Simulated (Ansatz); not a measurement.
# Osmium, hcp under BLYP: from relaxation to bulk modulus

What does BLYP give for osmium in the hcp structure? We relax it, solve it on a dense k-mesh, switch on spin-orbit coupling, then scale the cell to 7 volumes from 88 to 112 % of the relaxed one and try a fit of the equation of state. The k-meshes are 13×13×7 for the relaxation; 21×21×12 for the dense run; 13×13×7 for spin-orbit coupling; 21×21×12 for the volumes. It starts from a deposited cell (COD).

Computed with Ansatz 0.2.0 (DFT BLYP, plane waves (420 eV) with PAW, scalar-relativistic; PBE-made PAW files, unless a step says otherwise).

**1. The system as given**

The structure is hexagonal, space group P6_3/mmc (No. 194). Conventional cell: a = 2.735 Å, b = 2.735 Å, c = 4.319 Å, α = 90.00°, β = 90.00°, γ = 120.00°. Around Os (site symmetry -6m2) lie 12 Os at 2.68 to 2.74 Å.

Structure file:

```
Os
1.0
     2.73520    0.00000    0.00000
    -1.36760    2.36875    0.00000
     0.00000    0.00000    4.31900
Os
2
Direct
  0.33333 0.66667 0.25000
  0.66667 0.33333 0.75000
```

**2. Geometry optimisation**

Input file input.yaml:

```yaml
crystal:
  lattice:
    - [2.7351988376, 0.0, 0.0]
    - [-1.3675994188, 2.3687516778, 0.0]
    - [0.0, 0.0, 4.319]
  atoms:
    - { symbol: Os, position: [0.3333333333, 0.6666666667, 0.25] }
    - { symbol: Os, position: [0.6666666667, 0.3333333333, 0.75] }
hamiltonian:
  xc: blyp
  pseudopotentials:
    kind: paw
    azcp:
      Os: "pseudopotentials/Os.paw.azcp"
basis:
  ecutwfc: 420
  fft_grid_basis: typed
kpoints:
  mp_grid: { grid: [13, 13, 7], shift: [0, 0, 0] }
magnetization:
  spin_polarized: false
scf:
  occupations: { method: fermi_dirac, width: 0.1 }
relax:
  max_steps: 60
  f_tol: 0.01
  cell: {}
```

The runs that follow: The energy on a finer k-mesh; Spin-orbit coupling switched on; The cell scaled to 88 % of its volume; The cell scaled to 92 % of its volume; The cell scaled to 96 % of its volume; The cell scaled to 100 % of its volume; The cell scaled to 104 % of its volume; The cell scaled to 108 % of its volume; The cell scaled to 112 % of its volume.

**Question.** What will these runs give? Wanted: space group; conventional cell; volume; shortest distance; gap on the mesh; V₀, B₀, B₀′.

**Answer**, as computed:

| quantity | value |
| --- | --- |
| space group (spins left aside) | P6_3/mmc (No. 194) |
| conventional cell | a = 2.798 Å, c = 4.398 Å (c/a = 1.572) |
| volume | 14.910 Å³/atom |
| shortest distance | 2.729 Å |
| against the deposited volume | +6.6 % (13.991 Å³/atom) |
| gap on the mesh | none (levels filled in part) |
| V₀, B₀, B₀′ | 14.904 Å³/atom, 345 GPa, 4.9 |

What this shows: BLYP puts the volume 6.6 % above the deposited one. This functional tends to bind solids too weakly. No gap shows: it is a metal or semimetal at this level. The total energy of the spin-orbit run lies -29.7 eV/atom from the scalar one, but the two kinds of run don't share a zero of energy: only differences within one kind count. B₀ comes out at 345 GPa, among the stiffest elements; letting shape and positions relax at each volume could only lower it.
